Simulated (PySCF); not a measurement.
C2ClF3: core ionisation energies

Species: chlorotrifluoroethylene, C2ClF3.
SMILES with atom numbers: `[F:1][C:2]([F:3])=[C:4]([F:5])[Cl:6]`

Structure used (GFN2-xTB), in Å, numbered top down from 1:
```
atom  x, y, z in Å
F1     0.5832   -0.7161    1.5817
C2     0.2103    0.1357    0.6425
F3     0.2727    1.3845    1.0679
C4    -0.1816   -0.2100   -0.5823
F5    -0.2202   -1.4934   -0.9433
Cl6   -0.6613    0.9013   -1.7881
```

Computed, not measured: delta-SCF UKS SCAN, pcX-2 on the ionised atom, pcseg-1 elsewhere, spin-free X2C (PySCF). Each binding energy is the total energy of the core-ionised species, with the hole localised on one atom, minus that of the ground state; both are solved self-consistently, so orbital relaxation is included.

Q: List the computed XPS lines with their assignment.

A: 
| atom(s) | environment | level | binding energy (eV) | 2p1/2 (eV) | above the level's lowest (eV) | count |
| --- | --- | --- | --- | --- | --- | --- |
| Cl6 | vinyl chlorine | Cl 2p3/2 | 207.69 | 209.34 | 0.00 | 1 |
| C4 | vinylic C–F carbon | C 1s | 295.07 | – | 0.00 | 1 |
| C2 | =CF2 carbon | C 1s | 296.04 | – | +0.97 | 1 |
| F5 | vinyl fluorine | F 1s | 694.27 | – | 0.00 | 1 |
| F1 | vinyl fluorine | F 1s | 694.68 | – | +0.41 | 1 |
| F3 | vinyl fluorine | F 1s | 694.75 | – | +0.48 | 1 |
| Cl6 | vinyl chlorine | Cl 1s | 2830.31 | – | 0.00 | 1 |

Lowest listed C 1s: C4, bonded to F, Cl and C (double bond). Highest, 0.97 eV above it: C2, bonded to 2 F and C (double bond).

Lowest listed F 1s: F5, bonded to C. Highest, 0.48 eV above it: F3, bonded to C. Summing the Pauling electronegativity differences to the bonded atoms, each weighted by its formal bond order, gives -1.43 for the lowest site and -1.43 for the highest; the sum is the same at every site.

Q: Which effective nuclear charge Zeff reproduces each element's mean 1s value in the hydrogen-like formula E = 13.606 eV × Zeff²?

A: C (Z = 6): mean 295.6 eV, Zeff = 4.66, Z − Zeff = 1.34; F (Z = 9): mean 694.6 eV, Zeff = 7.14, Z − Zeff = 1.86; Cl (Z = 17): mean 2830.3 eV, Zeff = 14.42, Z − Zeff = 2.58. Means run over the listed sites, weighted by atom count.

The 2p values add to the ΔSCF energy of one spin-free hole a correction within the shell (spin–orbit coupling, ligand field). 2p1/2 minus 2p3/2 (ligand field included): Cl 1.65 eV. Isolated species at its GFN2-xTB geometry, gas phase.

On Arm Neoverse V1, one thread, no GPU (shared host), this took 22 s of wall time.
